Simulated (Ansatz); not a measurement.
A nudged elastic band was laid between two geometries of BH4NO (7 atoms, charge 0, multiplicity 1).

These are results of RKS PBE/def2-SVP (Ansatz), not measurements.

```
movable images  : 7
climbing image  : yes
spring          : 50.0 eV/Å²
optimiser       : quadratic models (default)
start path      : through a guess of the saddle point
force threshold : 0.05 eV/Å
iteration limit : 60
end points      : relaxed
```

Image 0:

```xyz
7
Properties=species:S:1:pos:R:3
N -0.955 0.173 -0.446
B 0.298 0.154 0.198
O 1.033 -1.014 0.190
H -1.344 -0.645 -0.917
H -1.547 0.999 -0.479
H 0.702 1.170 0.746
H 1.874 -0.906 0.662
```

Image 8:

```xyz
7
Properties=species:S:1:pos:R:3
N -0.955 0.173 -0.446
B 0.298 0.154 0.198
O 1.034 -1.014 0.189
H -1.547 0.999 -0.476
H -1.344 -0.644 -0.920
H 0.702 1.169 0.748
H 1.874 -0.905 0.661
```

Q: Which bonds break or form, and what moves?

A: No bond is made or broken. The dihedral H5–N1–B2–O3 goes from -180 to 0°. The two ends are copies of one structure, up to a mirror image or an exchange of like atoms.

Q: Give the energies along the band, and the barrier.

A: The forces met the threshold. The highest image is number 4 of 0 to 8, 0.84 eV above the ends, which have the same energy within 2 meV. Another band between the same ends (7 images) ends at a top of the same energy, where a vibrational analysis finds 1 clearly imaginary mode.

```json
{"image": "0", "path coordinate (Å)": "0.00", "energy (eV)": "0.00", "dihedral H5–N1–B2–O3 (°)": "-180"}
{"image": "1", "path coordinate (Å)": "0.40", "energy (eV)": "0.14", "dihedral H5–N1–B2–O3 (°)": "-166"}
{"image": "2", "path coordinate (Å)": "0.81", "energy (eV)": "0.46", "dihedral H5–N1–B2–O3 (°)": "-157"}
{"image": "3", "path coordinate (Å)": "1.21", "energy (eV)": "0.74", "dihedral H5–N1–B2–O3 (°)": "-143"}
{"image": "4", "path coordinate (Å)": "1.61", "energy (eV)": "0.84", "dihedral H5–N1–B2–O3 (°)": "-124"}
{"image": "5", "path coordinate (Å)": "2.01", "energy (eV)": "0.74", "dihedral H5–N1–B2–O3 (°)": "-98"}
{"image": "6", "path coordinate (Å)": "2.42", "energy (eV)": "0.46", "dihedral H5–N1–B2–O3 (°)": "-68"}
{"image": "7", "path coordinate (Å)": "2.82", "energy (eV)": "0.14", "dihedral H5–N1–B2–O3 (°)": "-31"}
{"image": "8", "path coordinate (Å)": "3.22", "energy (eV)": "0.00", "dihedral H5–N1–B2–O3 (°)": "0"}
```

Q: What is the geometry of the highest image?

A: 
```xyz
7
Properties=species:S:1:pos:R:3:forces:R:3
N -0.965 -0.090 -0.626 0.00 0.00 0.00
B 0.258 0.051 0.171 -0.02 -0.02 0.04
O 1.168 -0.961 0.103 0.00 0.01 -0.03
H -1.788 -0.023 -0.011 -0.01 0.00 0.00
H -1.069 0.721 -1.253 0.00 0.01 -0.01
H 0.515 1.009 0.906 0.01 0.00 -0.02
H 1.942 -0.775 0.665 0.02 0.00 0.02
```

The band took 10 iterations and about 110 core-seconds.

The run took 110 s on 1 thread of Intel(R) Xeon(R) Platinum 8488C (Sapphire Rapids) (shared host), peak memory 0.11 GiB.
